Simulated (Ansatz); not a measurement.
This geometry of CH$_{5}$NOS$_{2}$ (10 atoms, charge 0, multiplicity 1) is a first-order saddle point.

Theory: RKS PBE-D4/STO-3G in Ansatz 0.2.0.

```xyz
10
Properties=species:S:1:pos:R:3
N -0.068 1.058 0.765
C 0.254 -0.064 -0.105
O -0.670 -0.168 -1.265
S 0.242 -1.620 0.969
S 1.935 0.147 -0.892
H -0.393 0.895 1.737
H -0.141 2.022 0.382
H -1.584 -0.003 -0.796
H -1.124 -1.596 1.118
H 1.632 -0.722 -1.909
```

Q: Which two structures does it join? (They come from a converged band through this point; their orientation in space is the band's.)

A: No bond is made or broken. The height of N1 over the plane of its neighbours goes from 0.50 to -0.52 Å.

First end point:

```xyz
10
Properties=species:S:1:pos:R:3
N -0.434 0.927 0.597
C 0.170 -0.313 -0.101
O -0.637 -0.496 -1.309
S 0.103 -1.708 1.145
S 1.939 -0.220 -0.662
H 0.129 1.036 1.501
H -0.083 1.762 0.022
H -1.553 -0.156 -0.951
H -1.158 -1.359 1.557
H 1.606 0.477 -1.796
```

Last end point:

```xyz
10
Properties=species:S:1:pos:R:3
N -0.077 0.857 1.058
C 0.131 -0.084 -0.152
O -0.601 0.291 -1.377
S -0.446 -1.776 0.406
S 1.922 0.110 -0.571
H -1.146 0.897 1.162
H 0.128 1.829 0.650
H -1.566 -0.020 -1.139
H -0.061 -1.550 1.702
H 1.797 -0.606 -1.735
```

Q: How far does it lie above each of them?

A: 45.8 kJ/mol above the first and 37.6 kJ/mol above the second. This is the barrier of this one path; another mechanism may lie lower. Limits of this set-up: minimal basis.

Run time: 2.5 min on 1 thread of Arm Neoverse V1, on a shared host, peak memory 0.1 GiB.
